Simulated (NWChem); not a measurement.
# doublet [CHClF2]+ at 4 levels

Aim: a comparison of 4 runs (U-wB97X/6-311+G**, UB2PLYP/6-311+G**, UCAM-B3LYP/6-311+G**, UM06-2X/6-311+G**) of doublet [CHClF2]+. 

The calculation is run with NWChem 7.3.0.

### Step 1. The structure to begin with

[CHClF2]+: 5 atoms, total charge +1, spin state doublet. As SMILES of the parent species, `FC(F)Cl`. Geometry: relaxed at PBE0-D4/def2-TZVP. That shape belongs to the parent species and isn't relaxed for this state.

Bond lengths: F1–C2 1.334 Å, C2–F3 1.334 Å, C2–Cl4 1.763 Å, C2–H5 1.090 Å. Angles: F1–C2–F3 108.3°, F1–C2–Cl4 109.7°, F3–C2–Cl4 109.7°, F1–C2–H5 110.0°, F3–C2–H5 110.0°, Cl4–C2–H5 109.0°.

### Step 2. A single-point energy at U-wB97X/6-311+G(d,p) (run 1)

calc.nw reads:

```
start calc
title "CHClF2"
memory total 2200 mb
charge 1
geometry units angstroms noautosym nocenter noautoz
  F     0.038900   -0.568100    1.222300
  C     0.109400    0.023600    0.028300
  F     0.844200   -0.745900   -0.776900
  Cl   -1.511000    0.208900   -0.640800
  H     0.568600    1.007800    0.125800
end
basis spherical bse
  * library 6-311+G**
end
dft
  xc wb97x
  mult 2
  grid fine
  convergence energy 1e-08
  iterations 100
  mulliken
  noprint "final vectors analysis"
end
task dft energy
```

Command:

```bash
$ nwchem calc.nw > calc.out
```

Log:

```text
[...]
          Wavefunction type:  spin polarized.
          No. of atoms     :     5
          No. of electrons :    41
[...]
          Charge           :     1
          Spin multiplicity:     2
[...]
          AO basis - number of functions:   102
[...]
              XC Information
              --------------
                       wb97x  Method XC Functional
                     Hartree-Fock (Exact) Exchange  1.000
                         wb97x Exchange Functional  1.000
                      wb97x Correlation Functional  1.000
[...]
 d= 0,ls=0.0,diis     1   -697.8826207579 -8.66D+02  6.96D-03  8.68D-01     4.5
[...]
 d= 0,ls=0.0,diis    17   -698.1543933208 -9.82D-09  3.10D-07  8.43D-10    74.8
[...]
         Total DFT energy =     -698.154393320781
      One electron energy =    -1287.853832410525
           Coulomb energy =      475.860828922643
    Exchange-Corr. energy =      -54.568146991863
 Nuclear repulsion energy =      168.406757158964
[...]
      Total Density - Mulliken Population Analysis
     ---------------------------------------------
    Atom       Charge   Shell Charges
 -----------   ------   -------------------------------------------------------
    1 F    9     8.98   1.08  0.92  1.17  1.10  2.35  0.86  1.57 -0.05 -0.00  0.01
    2 C    6     6.28   1.11  0.88  0.55  0.79  1.47  0.39  0.57  0.18  0.11  0.23
    3 F    9     8.98   1.08  0.92  1.17  1.10  2.35  0.86  1.57 -0.05 -0.01  0.01
    4 Cl  17    16.10   0.78  1.19  0.90  1.08  1.08  0.99  7.41 -1.50  1.06  2.73  0.67 -0.20 -0.11  0.03
    5 H    1     0.65   0.26  0.41 -0.04  0.02
[...]
      <S2> =      0.7534 (Exact =     0.7500)
[...]
```

Wall time 75 s (1 thread of AMD EPYC 9R45 (Zen 5), shared host); peak memory 0.12 GiB.

### Step 3. A single-point energy at UB2PLYP/6-311+G(d,p) (run 2)

mymol.nw reads:

```
start mymol
title "CHClF2 energy"
memory 2200 mb
charge 1

geometry noautosym nocenter noautoz
   F     0.038900   -0.568100    1.222300
   C     0.109400    0.023600    0.028300
   F     0.844200   -0.745900   -0.776900
   Cl   -1.511000    0.208900   -0.640800
   H     0.568600    1.007800    0.125800
end

basis spherical bse
   F library 6-311+G**
   C library 6-311+G**
   Cl library 6-311+G**
   H library 6-311+G**
end

dft
   xc hfexch 0.53 becke88 0.47 lyp 0.73 mp2 0.27
   dftmp2 semidirect
   mult 2
   grid fine
   convergence energy 1e-08
   maxiter 100
   mulliken
   print low
end

mp2
   freeze core 8
end

task dft energy
```

Command:

```bash
$ nwchem mymol.nw > mymol.out
```

Log:

```text
[...]
 d= 0,ls=0.0,diis     1   -697.4152559618 -8.66D+02  7.09D-03  7.58D-01     1.7
[...]
 d= 0,ls=0.0,diis    15   -697.6781888554 -4.08D-09  3.06D-07  2.63D-10    21.2
[...]
         Total DFT energy =     -697.678188855389
      One electron energy =    -1287.792280760100
           Coulomb energy =      475.828095146726
    Exchange-Corr. energy =      -54.120760400979
 Nuclear repulsion energy =      168.406757158964
[...]
      Total Density - Mulliken Population Analysis
     ---------------------------------------------
    Atom       Charge   Shell Charges
 -----------   ------   -------------------------------------------------------
    1 F    9     9.02   1.08  0.92  1.16  1.10  2.37  0.87  1.59 -0.06 -0.01  0.01
    2 C    6     6.19   1.10  0.89  0.54  0.79  1.45  0.36  0.53  0.18  0.11  0.23
    3 F    9     9.02   1.08  0.92  1.16  1.10  2.37  0.87  1.59 -0.06 -0.01  0.01
    4 Cl  17    16.09   0.78  1.19  0.90  1.08  1.09  0.98  7.41 -1.50  1.03  2.72  0.69 -0.21 -0.11  0.03
    5 H    1     0.68   0.26  0.43 -0.03  0.02
[...]
      <S2> =      0.7546 (Exact =     0.7500)
[...]
  Basis functions       =    102
[...]
```

It took 26 s on 1 thread of AMD EPYC 9R45 (Zen 5), shared host; peak memory 0.32 GiB.

Run 3 isn't shown in full; the table further down has it.

### Step 4. The energy at UM06-2X/6-311+G(d,p) (run 4)

chclf2.xyz reads:

```xyz
5
CHClF2 M06-2X
F      0.038900    -0.568100     1.222300
C      0.109400     0.023600     0.028300
F      0.844200    -0.745900    -0.776900
Cl    -1.511000     0.208900    -0.640800
H      0.568600     1.007800     0.125800
```

chclf2.nw reads:

```
echo
start chclf2
title "CHClF2 M06-2X"
memory 2200 mb
charge 1
geometry units angstrom noautosym nocenter noautoz
  load format xyz chclf2.xyz
end
basis "ao basis" spherical bse
  F library 6-311+G**
  C library 6-311+G**
  Cl library 6-311+G**
  H library 6-311+G**
end
dft
  xc m06-2x
  mult 2
  grid fine
  convergence energy 1e-08
  iterations 100
  mulliken
end
task dft
```

Command:

```bash
$ nwchem chclf2.nw > chclf2.out
```

Log:

```text
[...]
          Wavefunction type:  spin polarized.
          No. of atoms     :     5
          No. of electrons :    41
[...]
          Charge           :     1
          Spin multiplicity:     2
[...]
          AO basis - number of functions:   102
[...]
              XC Information
              --------------
                       M06-2X Method XC Functional
                     Hartree-Fock (Exact) Exchange  0.540
                        M06-2X Exchange Functional  1.000
                      M06-2X Correlation Potential  1.000
[...]
 d= 0,ls=0.0,diis     1   -697.8412504515 -8.66D+02  7.44D-03  9.10D-01     2.0
[...]
 d= 0,ls=0.0,diis    16   -698.1100341308 -4.65D-09  8.67D-08  4.57D-11    27.6
[...]
         Total DFT energy =     -698.110034130795
      One electron energy =    -1287.765642434799
           Coulomb energy =      475.773353710928
    Exchange-Corr. energy =      -54.524502565889
 Nuclear repulsion energy =      168.406757158964
[...]
      Total Density - Mulliken Population Analysis
     ---------------------------------------------
    Atom       Charge   Shell Charges
 -----------   ------   -------------------------------------------------------
    1 F    9     8.99   1.08  0.92  1.16  1.09  2.35  0.88  1.59 -0.07 -0.02  0.01
    2 C    6     6.29   1.11  0.89  0.54  0.79  1.46  0.42  0.57  0.18  0.11  0.22
    3 F    9     8.99   1.08  0.92  1.16  1.09  2.35  0.88  1.59 -0.07 -0.02  0.01
    4 Cl  17    16.09   0.78  1.19  0.89  1.09  1.10  0.97  7.45 -1.53  1.03  2.70  0.70 -0.20 -0.11  0.03
    5 H    1     0.65   0.26  0.40 -0.03  0.02
[...]
      <S2> =      0.7528 (Exact =     0.7500)
[...]
```

Run time: 29 s. Hardware: 1 thread of AMD EPYC 9R45 (Zen 5), shared host; peak memory 0.12 GiB.

### Step 5. All runs side by side

| run | level | frozen core orbitals | energy (Eh) | ⟨S²⟩ | wall time |
| --- | --- | --- | --- | --- | --- |
| 1 | U-wB97X/6-311+G** | – | -698.154393 | 0.753 | 75 s |
| 2 | UB2PLYP/6-311+G** | 8 | -697.897639 | 0.755 | 26 s |
| 3 | UCAM-B3LYP/6-311+G** | – | -698.160581 | 0.753 | 72 s |
| 4 | UM06-2X/6-311+G** | – | -698.110034 | 0.753 | 29 s |

### Step 6. Summary of results

```
                                 quantity          value
                      run 4: total energy  -698.11003 Eh
run 4: HOMO energy (highest over α and β)      -19.69 eV
 run 4: LUMO energy (lowest over α and β)      -14.12 eV
                              run 4: ⟨S²⟩          0.753
```

What this shows: Totals of different functionals can't be ranked against each other. All runs together took 3.4 min, the longest 75 s.
